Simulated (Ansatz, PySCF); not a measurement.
This PySCF input computes a r2SCAN/def2-TZVPD energy:

```python
from pyscf import gto, scf, dft

mol = gto.M(
    atom='''
    C    -0.00000000   -0.00000000   -0.63123354
    N     0.00000000    0.00000000    0.54105732
    ''',
    basis='def2-tzvpd',
    charge=1,
    spin=0,
    verbose=4,
)

mf = dft.RKS(mol, xc='r2scan').density_fit(auxbasis='def2-universal-jkfit')
mf.grids.level = 4
mf.conv_tol = 1e-9
mf.max_cycle = 100
mf.max_memory = 1500
mf.kernel()
if not mf.converged:
    mf = mf.newton()
    mf.kernel(mf.make_rdm1())
mf.analyze()
```

Write an input for the same energy in Ansatz (an electronic-structure program) and say what it gives.


Ansatz 0.2 input:
```yaml
crystal:
  periodic: [false, false, false]
  atoms:
    - {symbol: C, position_ang: [-0.00000000, -0.00000000, -0.63123354]}
    - {symbol: N, position_ang: [0.00000000, 0.00000000, 0.54105732]}
basis:
  gaussian:
    orbitals: def2-TZVPD
hamiltonian:
  xc: {name: r2SCAN}
total_charge: 1
output: {forces: true}
```
It gives -92.14142 Eh, and PySCF -92.14144 Eh, a difference of 0.02 mEh, from the treatment of integrals and grids.
